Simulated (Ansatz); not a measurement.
Molecule (SMILES): P#P (P2).
Atoms: P1, P2. Bonds: P1-P2.

Basis-set convergence of the optimised P1-P2 bond length at B3LYP with Ansatz (a program for electronic structure). Cartesian d functions, on some or all atoms, in 6-311G**; all else is spherical. The program fits the integrals of some runs and decomposes those of others, by size. No added dispersion term, no relativity. Reference: the value in pcseg-4, 1.8875 Å, itself unsure by roughly 0.0003 Å (its mean distance from aug-pcseg-3, aug-cc-pV(Q+d)Z, cc-pV(5+d)Z). Deviations are taken from unrounded values.

| basis | functions | optimised P1-P2 bond length (Å) | minus reference (Å) |
|---|---|---|---|
| STO-3G | 18 | 1.8652 | -0.0223 |
| 3-21G | 26 | 1.9719 | 0.0843 |
| 6-311G** | 54 | 1.8988 | 0.0113 |
| aug-cc-pV(D+d)Z | 64 | 1.8983 | 0.0108 |
| def2-TZVPPD | 96 | 1.8884 | 0.0008 |
| cc-pCVTZ | 118 | 1.8904 | 0.0029 |
| def2-QZVPPD | 152 | 1.8878 | 0.0003 |
| aug-cc-pV(Q+d)Z | 178 | 1.8870 | -0.0006 |
| cc-pV(5+d)Z | 200 | 1.8876 | 0.0001 |
